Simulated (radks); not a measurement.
**Cl⁴⁺ in [Ne] 3s2 4s1: an all-electron calculation**

An exercise on one series of results from a longer session: the logs are not shown, and one member is left open.

The numbers are computed with radks (a radial shooting solver on a logarithmic mesh, Libxc functionals) version 1 (Dirac Kohn-Sham, PBE, spin-unpolarised, spherical densities, point nucleus), except any that are marked as measured or tabulated.

## The atom as given

* element: chlorine (Z = 17)
* charge: +4
* electrons: 13
* configuration: [Ne] 3s2 4s1

The outer shells:

Cl⁴⁺
```
[Ne] core
3s [↑↓]
4s [↑ ]
```

The first run:

The run's settings:

```text
Z 17
configuration [Ne] 3s2 4s1
relativity Dirac
functional pbe,pbe
spin unpolarised
j_filling average
nucleus point
c 137.035999084
```

Steps of the session up to this table: Self-consistent calculation.

One of the session's tables, all rows but one given; the rest of the session is left out.

It belongs to the step «Orbitals and density». From the orbitals of this run (lengths in bohr):

```
level      <r>  outermost maximum (interpolated)  90 % within  nodes
1s1/2  0.09095                            0.0595        0.162      0
2s1/2        ?                                 ?            ?      ?
2p1/2   0.4022                             0.299        0.667      0
2p3/2   0.4044                             0.301        0.670      0
3s1/2    1.322                              1.18         1.95      2
4s1/2    2.898                              2.80         4.10      3
```

**Question.** Estimate the row for 2s1/2.

The run gave: <r>: 0.4419; outermost maximum (interpolated): 0.361; 90 % within: 0.691; nodes: 1. In the column «<r>» it lies between 2p3/2 (0.4044) and 3s1/2 (1.322).
